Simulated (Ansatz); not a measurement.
Results of r²SCAN-D4 in Ansatz (PAW) for trigonal Te.

Run with plane-wave cutoff 560 eV, 12×12×6 k mesh (along the axes of the cell as run), Fermi–Dirac smearing 0.01 eV, scalar-relativistic PAW data made under PBE.

Results at a series of volumes:

| V (Å³/atom) | E − E_lowest (meV/atom) | P (GPa) |
|---|---|---|
| 33.457 | 3.44 | 0.831 |
| 34.154 | 0.81 | 0.382 |
| 34.851 | 0.00 | 0.001 |
| 35.548 | 0.66 | -0.300 |
| 36.245 | 2.53 | -0.546 |

Task: What bulk modulus B0 and pressure derivative B′ does a third-order Birch–Murnaghan fit give?

Result: V0 = 34.862 Å³/atom, B0 = 16.9 GPa, B′ = 9.3 (fit to the energies at full precision).

Shape and atoms are relaxed at each volume.

Measured, for comparison: bulk modulus 19 GPa (temperature not stated, no zero-point or thermal correction; as tabulated in Yi et al. (2018), arXiv:1712.00894). Computed (rounded) less measured: bulk modulus -11 % (against room or unstated temperature, where such soft solids are markedly softer).

Note: the bulk modulus comes from volumes at which shape and atoms were relaxed.

Spin–orbit coupling is not included.

The computed numbers hold no vibrational or temperature effects.

The result took around 28 core-minutes (rough).

Ansatz is a quantum-chemistry and plane-wave program.
